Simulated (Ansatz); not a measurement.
Geometry optimisation, RKS B3LYP/def2-SVP (Ansatz 0.2.0).

The input (input.yaml):

```yaml
crystal:
  periodic: [false, false, false]
  atoms:
    - { symbol: B, position_ang: [0.0, 0.0, 0.0] }
    - { symbol: H, position_ang: [0.0, 0.0, 1.54] }
    - { symbol: H, position_ang: [1.0305, 0.0, -0.595] }
    - { symbol: H, position_ang: [-1.0305, 0.0, -0.595] }
    - { symbol: F, position_ang: [0.0677, -1.5359, 0.5108] }
    - { symbol: H, position_ang: [0.0382, -0.8667, 1.4996] }
basis:
  gaussian: { orbitals: def2-SVP }
hamiltonian:
  xc: b3lyp
relax:
  f_tol: 0.15
  max_steps: 25
  restrain:
    - { distance: [0, 4], at: 1.32, k: 30.0 }
    - { distance: [5, 1], at: 0.66, k: 30.0 }
    - { distance: [0, 1], at: 2.39, k: 30.0 }
    - { distance: [5, 4], at: 2.12, k: 30.0 }
output:
  orbitals: {}
```

Launched with:

```bash
$ ansatz run input.yaml --threads 1 --pin off --max-ram 2048MiB --backend cpu --events-out ev --progress --plain --runs-dir out
```

Where does it end, and by what steps?

It converged. The restraints hold the end off the free minimum; the threshold counts their pulls, which the force column leaves out. Restrained pairs: B1–F5 (1.62 → 1.33 Å), H2–H6 (0.87 → 0.72 Å), B1–H2 (1.54 → 2.39 Å), F5–H6 (1.19 → 2.13 Å). After 6 steps the energy has fallen by 2.896 eV (the restraints' own energy left out); B1 moved furthest, 0.57 Å.

```json
{"step": "0", "energy less start (eV)": "0.0000", "largest force component (eV/Å)": "3.662", "accepted": "yes"}
{"step": "1", "energy less start (eV)": "-0.8721", "largest force component (eV/Å)": "5.874", "accepted": "yes"}
{"step": "2", "energy less start (eV)": "-2.1892", "largest force component (eV/Å)": "4.210", "accepted": "yes"}
{"step": "3", "energy less start (eV)": "-2.7916", "largest force component (eV/Å)": "2.106", "accepted": "yes"}
{"step": "4", "energy less start (eV)": "-2.8508", "largest force component (eV/Å)": "2.139", "accepted": "yes"}
{"step": "5", "energy less start (eV)": "-2.8793", "largest force component (eV/Å)": "1.818", "accepted": "yes"}
{"step": "6", "energy less start (eV)": "-2.8958", "largest force component (eV/Å)": "1.712", "accepted": "yes"}
```

```xyz
6
Properties=species:S:1:pos:R:3
B 0.018 -0.437 -0.358
H 0.007 0.125 1.970
H 1.071 0.119 -0.548
H -1.058 0.076 -0.544
F 0.044 -1.708 0.016
H 0.023 -0.577 1.824
```

Run time: 5.1 s on 1 thread of Intel(R) Xeon(R) Platinum 8488C (Sapphire Rapids) (shared host), peak memory 0.14 GiB.
